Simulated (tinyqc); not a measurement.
Extended Hueckel theory, for H2O-, step by step. The parameters take no account of the charge, which enters only through the electron count, and nothing here shows that the anion is bound. Computed by tinyqc, a small Python program that keeps every step (integrals from PySCF). Settings: charge = -1, K = 1.5, weighted = 1, multiplicity = 2. Command: `OMP_NUM_THREADS=1 python tinyqc.py 30504 30505 out.jsonl` (the two numbers bound the seeds that draw the settings). One thread of a shared host (Intel(R) Xeon(R) Processor @ 2.60GHz), about 0.01 s of CPU time with the checks.

## Overlaps

Geometry (angstrom):
```
atom         x          y         z
O     0.000000   0.000000  0.000000
H     0.000000   0.777000  0.498000
H     0.000000  -0.846000  0.543000
```

Parameters chosen for this run:
```
element  shell  Slater exponent   H_ii (eV)
H           1s         1.300000  -13.600000
O           2s         2.275000  -32.300000
O           2p         2.275000  -14.800000
```

Slater orbitals, each expanded in six Gaussians scaled to its exponent.

overlap S:
```
           1O 2s    1O 2px     1O 2py    1O 2pz     2H 1s      3H 1s
1O 2s   1.000000  0.000000   0.000000  0.000000  0.484348   0.429980
1O 2px  0.000000  1.000000   0.000000  0.000000  0.000000   0.000000
1O 2py  0.000000  0.000000   1.000000  0.000000  0.341776  -0.315369
1O 2pz  0.000000  0.000000   0.000000  1.000000  0.219053   0.202418
2H 1s   0.484348  0.000000   0.341776  0.219053  1.000000   0.190654
3H 1s   0.429980  0.000000  -0.315369  0.202418  0.190654   1.000000
```

## Wolfsberg-Helmholz matrix

diagonal H_ii (eV): 1O 2s -32.300000, 1O 2px -14.800000, 1O 2py -14.800000, 1O 2pz -14.800000, 2H 1s -13.600000, 3H 1s -13.600000

K = 1.500000

H_ij = K' S_ij (H_ii + H_jj)/2 for i != j (the diagonal keeps H_ii), with K' = K + D^2 + D^4 (1 - K), D = (H_ii - H_jj)/(H_ii + H_jj), K = 1.5.

H (eV):
```
             1O 2s      1O 2px      1O 2py      1O 2pz       2H 1s       3H 1s
1O 2s   -32.300000    0.000000    0.000000    0.000000  -18.365558  -16.304037
1O 2px    0.000000  -14.800000    0.000000    0.000000    0.000000    0.000000
1O 2py    0.000000    0.000000  -14.800000    0.000000   -7.288489    6.725342
1O 2pz    0.000000    0.000000    0.000000  -14.800000   -4.671387   -4.316620
2H 1s   -18.365558    0.000000   -7.288489   -4.671387  -13.600000   -3.889339
3H 1s   -16.304037    0.000000    6.725342   -4.316620   -3.889339  -13.600000
```

## Orbitals

valence electrons = 9

Solve H C = S C e through S^(-1/2); fill by pairs from the bottom, a degenerate level sharing its electrons equally; each orbital has its largest coefficient positive (the first on a tie).

orbital energies (eV): -32.821508  -16.329229  -15.065656  -14.800000  -4.946790  6.057712

occupations: 2.000000  2.000000  2.000000  2.000000  1.000000  0.000000

coefficients:
```
              MO1        MO2        MO3       MO4        MO5        MO6
1O 2s    0.900822  -0.007401  -0.116230  0.000000  -0.108197  -0.885420
1O 2px   0.000000   0.000000   0.000000  1.000000   0.000000   0.000000
1O 2py  -0.005362   0.713311   0.006861  0.000000   0.903310  -0.208174
1O 2pz  -0.027058  -0.000916   0.952768  0.000000  -0.080443  -0.465079
2H 1s    0.109052   0.318999   0.092655  0.000000  -0.685187   1.040158
3H 1s    0.091531  -0.346601   0.099490  0.000000   0.980580   0.624459
```

sum of one-electron energies = -162.979576 eV

## Mulliken analysis

P = C n C^T; charge = valence electrons (H 1, O 6) minus the sum of (P S)_ii on the atom; overlap population = 2 sum P_ij S_ij between two atoms.

charges: 1O -1.346287, 2H 0.337263, 3H 0.009023

Overlap populations:
```
pair      value
2-1    0.223430
3-1   -0.168884
3-2   -0.325870
```
